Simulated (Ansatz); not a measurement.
The first iterations of a band of C$_{2}$H$_{5}$NS (9 atoms, charge 0, multiplicity 1).

All numbers below come from RKS PBE0/6-31G* in Ansatz.

```yaml
movable_images: 7
climbing_image: yes
spring: 5.0 eV/Å²
optimiser: quadratic models (default)
start_path: through a guess of the saddle point
force_threshold: 0.05 eV/Å
iteration_limit: 58
end_points: relaxed
```

First end point:

```xyz
9
Properties=species:S:1:pos:R:3
C -0.647 0.844 -0.252
C 0.033 -0.499 -0.292
N 0.943 -0.703 0.671
S -0.321 -1.642 -1.436
H -0.514 1.346 -1.214
H -1.722 0.700 -0.111
H -0.270 1.496 0.544
H 1.432 -1.585 0.705
H 1.155 -0.004 1.367
```

Last end point:

```xyz
9
Properties=species:S:1:pos:R:3
C -0.650 0.862 -0.242
C 0.242 -0.306 0.082
N 1.090 -0.405 1.021
S 0.015 -1.674 -1.035
H -0.471 1.216 -1.262
H -1.705 0.572 -0.174
H -0.467 1.686 0.454
H 0.930 -2.455 -0.433
H 1.103 0.457 1.572
```

| iteration | highest image above the first end (eV) | largest band force component (eV/Å) |
| --- | --- | --- |
| 1 | 2.394 | 3.915 |
| 2 | 1.848 | 1.906 |

Task: Does the band converge within its limit, and where does its top end?

Result: The run converged. It ended after 7 iterations with the highest image 1.749 eV above the first end. A vibrational analysis at the climbing image gives one clearly imaginary mode, 1708i cm⁻¹: a first-order saddle point. The orbitals stay closed-shell, which can raise the energy where a bond breaks towards radicals; this wasn't checked here.

Run time: 3.5 min on 1 thread of Intel(R) Xeon(R) Processor @ 2.70GHz (shared host), peak memory 0.15 GiB.
